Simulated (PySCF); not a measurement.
**Spin-rotation constants: SMILES O=S(=O)(O)O, H2O4S**

Molfile (atoms numbered from 1):
```
H2O4S
     RDKit          3D

  7  6  0  0  0  0  0  0  0  0999 V2000
   -0.8702   -0.5587   -1.4084 O   0  0  0  0  0  0  0  0  0  0  0  0
   -0.4487   -0.2254   -0.0759 S   0  0  0  0  0  6  0  0  0  0  0  0
   -1.2410   -0.4202    1.1065 O   0  0  0  0  0  0  0  0  0  0  0  0
    0.0079    1.3156   -0.1313 O   0  0  0  0  0  0  0  0  0  0  0  0
    0.9495   -0.9634    0.2121 O   0  0  0  0  0  0  0  0  0  0  0  0
   -0.0086    1.6679    0.7726 H   0  0  0  0  0  0  0  0  0  0  0  0
    1.4083   -1.0837   -0.6343 H   0  0  0  0  0  0  0  0  0  0  0  0
  1  2  2  0
  2  3  2  0
  2  4  1  0
  2  5  1  0
  4  6  1  0
  5  7  1  0
M  END
```

Theory: PySCF 2.14.0, GIAO CAM-B3LYP/aug-pcSseg-1 magnetisability, rotational g tensor and spin-rotation constants, non-relativistic, gas phase. Geometry: PBE0-D3(BJ)/def2-SVP.

Task: Give the nuclear spin-rotation constants along the inertial axes (H = +C I·J) beside the isotropic shieldings.

Result: Rotational constants 4.9948, 4.8952, 4.7129 GHz. A star marks the isotopologue with that one atom substituted, in its own axes.
```tsv
atom	isotope	Caa (kHz)	Cbb (kHz)	Ccc (kHz)	mean (kHz)	σ (ppm)
H6	1H	0.027	-0.351	-0.537	-0.287	25.8
H7	1H	-0.035	-0.328	-0.505	-0.289	25.8
O1	17O*	-1.191	-1.093	-1.251	-1.178	98.4
S2	33S*	2.088	1.853	2.083	2.008	162.5
O4	17O*	-0.907	-1.406	-1.040	-1.118	112.4
```
For the geometry as given, no vibrational averaging.

Task: How do the rotational constants and the g tensor change when H6, H7 are replaced by deuterium?

Result: Constants 4.8725, 4.5314, 4.4705 GHz; g -0.0558, -0.0310, -0.0398, against -0.0572, -0.0329, -0.0420 before.
